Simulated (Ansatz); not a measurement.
Geometry optimisation, RKS LDA/6-31G (Ansatz).

Input file:

```yaml
crystal:
  periodic: [false, false, false]
  atoms:
    - { symbol: Al, position_ang: [0.0, 0.0, 0.0] }
    - { symbol: H, position_ang: [0.0, 0.0, 1.56] }
    - { symbol: O, position_ang: [1.5415, 0.0, -0.89] }
    - { symbol: H, position_ang: [1.8414, -0.9519, -1.0449] }
    - { symbol: O, position_ang: [-1.5415, 0.0, -0.89] }
    - { symbol: H, position_ang: [-2.0512, -0.8467, -0.6815] }
basis:
  gaussian: { orbitals: "6-31G" }
hamiltonian:
  xc: lda
relax:
  f_tol: 0.02
  max_steps: 40
```

Command:

```bash
$ ansatz run input.yaml --threads 1 --pin off --max-ram 2048MiB --backend cpu --events-out ev --progress --plain --runs-dir out
```

Task: Where does it end, and by what steps?

Result: The run converged. The force dipped under the threshold on the way, but the program's further checks kept it going. Limits of this set-up: no polarisation functions. After 17 steps the energy has fallen by 0.747 eV; H4 moved furthest, 0.61 Å.

```json
{"step": "0", "energy less start (eV)": "0.0000", "largest force component (eV/Å)": "1.275", "accepted": "yes"}
{"step": "1", "energy less start (eV)": "-0.1339", "largest force component (eV/Å)": "1.766", "accepted": "yes"}
{"step": "2", "energy less start (eV)": "-0.1941", "largest force component (eV/Å)": "2.227", "accepted": "yes"}
{"step": "3", "energy less start (eV)": "-0.4394", "largest force component (eV/Å)": "0.793", "accepted": "yes"}
{"step": "4", "energy less start (eV)": "-0.6477", "largest force component (eV/Å)": "0.530", "accepted": "yes"}
{"step": "5", "energy less start (eV)": "-0.6709", "largest force component (eV/Å)": "1.503", "accepted": "yes"}
{"step": "6", "energy less start (eV)": "-0.7161", "largest force component (eV/Å)": "0.160", "accepted": "yes"}
{"step": "7", "energy less start (eV)": "-0.7192", "largest force component (eV/Å)": "0.037", "accepted": "yes"}
{"step": "8", "energy less start (eV)": "-0.7204", "largest force component (eV/Å)": "0.034", "accepted": "yes"}
{"step": "9", "energy less start (eV)": "-0.7203", "largest force component (eV/Å)": "0.224", "accepted": "no"}
{"step": "10", "energy less start (eV)": "-0.7206", "largest force component (eV/Å)": "0.026", "accepted": "yes"}
{"step": "11", "energy less start (eV)": "-0.7209", "largest force component (eV/Å)": "0.099", "accepted": "yes"}
{"step": "12", "energy less start (eV)": "-0.7209", "largest force component (eV/Å)": "0.198", "accepted": "no"}
{"step": "13", "energy less start (eV)": "-0.7212", "largest force component (eV/Å)": "0.019", "accepted": "yes"}
{"step": "14", "energy less start (eV)": "-0.7218", "largest force component (eV/Å)": "0.539", "accepted": "yes"}
{"step": "15", "energy less start (eV)": "-0.7334", "largest force component (eV/Å)": "0.215", "accepted": "yes"}
{"step": "16", "energy less start (eV)": "-0.7463", "largest force component (eV/Å)": "0.112", "accepted": "yes"}
{"step": "17", "energy less start (eV)": "-0.7472", "largest force component (eV/Å)": "0.019", "accepted": "yes"}
```

```xyz
6
Properties=species:S:1:pos:R:3
Al 0.002 -0.162 0.192
H 0.106 0.251 1.722
O 1.454 -0.345 -0.672
H 1.888 -0.556 -1.510
O -1.550 -0.385 -0.460
H -2.109 -0.601 -1.218
```

Whether the end is a true minimum wasn't checked by a vibrational analysis.

Time of the run: 16 s on 1 thread of Arm Neoverse V1, with other jobs on the host, peak memory 0.097 GiB.
